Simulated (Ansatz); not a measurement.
Results of PBE-D3(BJ) (PAW; Ansatz, a quantum-chemistry and plane-wave program) for 1T (CdI2-type) CdI₂.

Numerical settings: plane-wave cutoff 500 eV, 12×12×6 k mesh (along the axes of the cell as run), gaussian smearing 0.02 eV, scalar-relativistic PAW data made under PBE.

Computed at the level's own relaxed cell.

Task: What does this level give for the equilibrium volume per atom, lattice parameter a and lattice parameter c?

Result: 
- equilibrium volume per atom = 35.45 Å³/atom
- lattice parameter a = 4.242 Å
- lattice parameter c = 6.824 Å

Measured, for comparison: lattice constant a 4.244 Å, lattice parameter c 6.859 Å (temperature not stated, no zero-point or thermal correction; as tabulated in de Haan, NBS Special Publication (1969), 233, by the Crystallography Open …). Computed (rounded) less measured: lattice constant a 0.0 %, lattice parameter c -0.5 %. A static lattice is as a rule a little smaller and stiffer than an uncorrected measurement, which narrows the difference in the lattice parameter c and would widen misses of the other sign.

Spin–orbit coupling is not included.

Static lattice: no zero-point or thermal effects.
